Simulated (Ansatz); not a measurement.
System: H2Be, singlet: collinear H-Be-H surface. Scanned: H-Be distance and Be-H distance.

Cartesian coordinates as functions of the variables (Å; names that start with a are angles):
```
H  0  0  -r1
Be  0  0  0
H  0  0  r2
```

Calculation: MP2 on RHF/aug-cc-pVDZ, frozen core (Ansatz, a quantum-chemistry and plane-wave program).

Energy in kJ/mol above the lowest grid point; x is the H-Be distance (Å), y the Be-H distance (Å).

```
y \ x   1.13   1.19   1.27   1.34   1.41   1.45   1.54   1.66   1.75   1.86      2
-----  -----  -----  -----  -----  -----  -----  -----  -----  -----  -----  -----
2      194.2  170.8  154.7  151.3  155.3  160.1  176.2  205.2  230.4  263.2  306.1
1.89   160.9  137.5  121.4  117.9  121.8  126.7  142.6  171.6  196.7  229.6  272.4
1.70   105.6   82.2   66.0   62.5   66.3   71.0   86.9  115.6  140.7  173.4  216.1
1.63    87.2   63.8   47.6   44.0   47.8   52.5   68.3   97.0  122.0  154.6  197.3
1.53    64.6   41.1   24.9   21.3   25.1   29.8   45.4   74.0   98.9  131.5  174.1
1.45    51.0   27.6   11.4    7.8   11.5   16.2   31.8   60.3   85.1  117.6  160.1
1.39    44.7   21.3    5.1    1.5    5.2    9.8   25.4   53.8   78.6  111.0  153.5
1.31    43.2   19.8    3.6    0.0    3.7    8.3   23.9   52.2   77.0  109.3  151.7
1.27    46.3   22.9    6.7    3.1    6.8   11.4   26.9   55.3   80.0  112.3  154.7
1.19    62.4   39.0   22.9   19.3   23.0   27.6   43.1   71.5   96.2  128.5  170.8
1.13    85.8   62.4   46.3   42.7   46.4   51.0   66.6   94.9  119.6  151.9  194.2
```

Points that lie below all their neighbours on the grid: x = 1.34, y = 1.31 (0.0 kJ/mol).
